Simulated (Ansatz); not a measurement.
Task: a single point in a Gaussian basis of C3H9NS, SMILES CSC(C)N, with the Python package of Ansatz (0.2.0). Give the script and its output. Use: CAM-B3LYP, def2-SVP basis, multiplicity 1.

```csv
atom,x (Å),y (Å),z (Å)
C,-1.4034,-0.6769,1.5989
S,0.2706,-0.1819,1.2869
C,0.1817,0.0225,-0.5289
C,1.6543,-0.2902,-1.1152
N,-0.1397,1.3908,-0.8270
H,-2.1230,0.1826,1.2598
H,-1.6724,-1.5569,1.0673
H,-1.5607,-0.7739,2.6520
H,-0.5237,-0.6423,-0.9028
H,2.3726,0.3520,-0.6959
H,1.8542,-1.3397,-0.8884
H,1.5819,-0.1683,-2.1838
H,-1.0483,1.6448,-0.3238
H,0.5429,2.0082,-0.3704
```

`c3h9ns.py`:
```python
# -*- coding: utf-8 -*-
'''Single point of C3H9NS.'''

import ansatz as az
import numpy as np

system = (
    az.Crystal.molecule()
    .atom('C', (-1.4034, -0.6769, 1.5989))
    .atom('S', (0.2706, -0.1819, 1.2869))
    .atom('C', (0.1817, 0.0225, -0.5289))
    .atom('C', (1.6543, -0.2902, -1.1152))
    .atom('N', (-0.1397, 1.3908, -0.827))
    .atom('H', (-2.123, 0.1826, 1.2598))
    .atom('H', (-1.6724, -1.5569, 1.0673))
    .atom('H', (-1.5607, -0.7739, 2.652))
    .atom('H', (-0.5237, -0.6423, -0.9028))
    .atom('H', (2.3726, 0.352, -0.6959))
    .atom('H', (1.8542, -1.3397, -0.8884))
    .atom('H', (1.5819, -0.1683, -2.1838))
    .atom('H', (-1.0483, 1.6448, -0.3238))
    .atom('H', (0.5429, 2.0082, -0.3704))
)

job = system.calculation()
job = job.basis(gaussian='def2-SVP')
job = job.functional('cam_b3lyp')
job = job.forces()
res = job.run(threads=1)
rep = res.report

for key in ('converged', 'free_energy_ev', 'reference_energy_ev', 'n_frozen', 'n_occupied', 'n_virtual'):
    print(f'{key:22s} {rep[key]}')

field = rep['mean_field']
print('<S^2> =', round(abs(field['state']['spin_squared']), 4), ' relativity:', field['relativity'])
print('passes:', field['passes'])
if 'symmetry' in field:
    print('occupied orbitals by irrep:', field['symmetry']['occupied'])

symbols = [site.symbol for site in system.cartesian_sites]
print('forces (eV/A)')
for symbol, f in zip(symbols, rep['forces_ev_ang']):
    print(f'  {symbol:2s} {f[0]:9.4f} {f[1]:9.4f} {f[2]:9.4f}')

charges = rep['charge_distribution']
dipole = np.array(charges['dipole_moment_e_ang']) * 4.803205
print('dipole (D): {:.3f} {:.3f} {:.3f}, length {:.3f}'.format(*dipole, np.linalg.norm(dipole)))
print('atom  Mulliken   Lowdin')
for symbol, m, l in zip(symbols, charges['mulliken_charges_e'], charges['lowdin_charges_e']):
    print(f'{symbol:4s} {m:9.3f} {l:8.3f}')
```

```console
$ python c3h9ns.py
converged              True
free_energy_ev         -15573.241145591383
reference_energy_ev    -15573.241145591383
n_frozen               0
n_occupied             [25, 25]
n_virtual              [94, 94]
<S^2> = 0.0  relativity: none
passes: {'evaluations': 16, 'products': 13}
occupied orbitals by irrep: [{'A': 25}, {'A': 25}]
forces (eV/A)
  C    -1.4425    2.9683   -0.8893
  S     0.8541   -0.7616    0.4532
  C     4.1408    2.1018    0.8565
  C    -3.7292   -1.2532    0.3383
  N    -1.9399    0.9123    0.3680
  H     0.9359   -1.4229    0.5027
  H    -0.3262   -1.2283   -0.4747
  H    -0.0708   -0.3205    1.0164
  H    -1.5860   -1.4707   -0.9856
  H     1.2435    1.0735    0.7525
  H     0.3946   -0.1115    0.0506
  H     0.1948    0.2123   -0.7317
  H     1.4024   -0.4014   -1.0316
  H    -0.0714   -0.2980   -0.2255
dipole (D): -1.005 -0.231 0.243, length 1.060
atom  Mulliken   Lowdin
C       -0.082   -0.112
S       -0.110    0.291
C       -0.111   -0.182
C        0.068    0.032
N       -0.175    0.080
H        0.035   -0.004
H        0.050   -0.027
H        0.053   -0.015
H        0.019   -0.035
H        0.013   -0.017
H        0.025   -0.001
H        0.028   -0.001
H        0.092    0.008
H        0.094   -0.017
```

What to keep in mind:
- Total energies depend on the basis set; only differences at equal settings carry meaning.
- The geometry is a force-field or estimated start, not a minimum of this method, and the basis set is short of its limit.
- The Löwdin charges here are taken after orthogonalising the functions within each atom; they differ from plain Löwdin charges, and their signs can be unphysical.
- Run time: 5.9 s on 1 thread of Arm Neoverse V2, with other jobs on the host, peak memory 0.36 GiB.

(A comment or docstring line of the script was reworded after the run, the code is as it ran; lines on the test bed's own set-up are left out of the output.)
